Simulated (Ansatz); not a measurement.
Process, species as SMILES: [CH2]N (CH2-NH2) → C atom + 4 H atom + N atom
B3LYP-D3(BJ)/def2-TZVP geometries, fixed; electronic energies without zero-point terms.

Basis-set convergence of the atomisation energy at HF with Ansatz (a program for electronic structure). All functions are spherical. Open shells are unrestricted. No added dispersion term, no relativity. Functions are those of the species that has most. Reference: the value in aug-pcseg-3, 340.95 kcal/mol, itself unsure by roughly 0.61 kcal/mol (its mean distance from aug-cc-pVQZ, def2-QZVPPD, pcseg-3). Deviations are taken from unrounded values.

```tsv
basis	functions
cc-pVDZ	48
aug-cc-pVDZ	82
cc-pVTZ	116
jun-cc-pV(T+d)Z	134
aug-cc-pVTZ	184
cc-pVQZ	230
aug-cc-pVQZ	344
```

Task: Which is the smallest correlation-consistent set listed that can be trusted to 4 kcal/mol here, that is, within that of the reference together with its larger relatives (same family, alike in diffuse functions; a set with none to test it counts only in the reference's own line)?

Result: The smallest set listed that lies within 4 kcal/mol of the reference with all its larger relatives (same family, alike in diffuse functions; a set with none counts only in the reference's own line) is cc-pVTZ (116 functions, -2.80 kcal/mol off). Value minus reference: cc-pVDZ -11.79, aug-cc-pVDZ -7.87, cc-pVTZ -2.80, jun-cc-pV(T+d)Z -1.80, aug-cc-pVTZ -1.59, cc-pVQZ -1.39, aug-cc-pVQZ -0.84 kcal/mol.
